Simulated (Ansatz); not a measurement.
in.yaml

```yaml
crystal:
  periodic: [false, false, false]
  atoms:
    - {symbol: N, position_ang: [-0.088694, 0.000000, 0.644562]}
    - {symbol: C, position_ang: [0.084787, 0.000000, -0.730476]}
    - {symbol: H, position_ang: [0.221344, -0.832606, 1.120582]}
    - {symbol: H, position_ang: [0.221343, 0.832606, 1.120582]}
    - {symbol: H, position_ang: [-0.110242, -0.930197, -1.246908]}
    - {symbol: H, position_ang: [-0.110243, 0.930197, -1.246908]}
basis:
  gaussian: {orbitals: cc-pVDZ}
total_charge: 1
magnetization: {spin_polarized: false, initial_magnetization: 2}
correlation: {method: fic_mrcisd_q, electrons: valence, active_space: {window: {electrons: 4, orbitals: 4}, states: [{multiplicity: 4, weights: [0]}]}}
scf: {lower_state_search: off}
```

```sh
$ ansatz run in.yaml --threads 1 --pin off --events-out ev --progress --plain --max-ram 2393MiB
```

(1) One thing in this input was set wrong on purpose, beside settings that are merely unusual. What is the gravest fault, and what does the program do?

## Answers

(1) Impossible set of states or weights. How the run ends: refused.
```
Error: set 0 asks for 1 states and needs as many positive weights; it has [0.0]
```
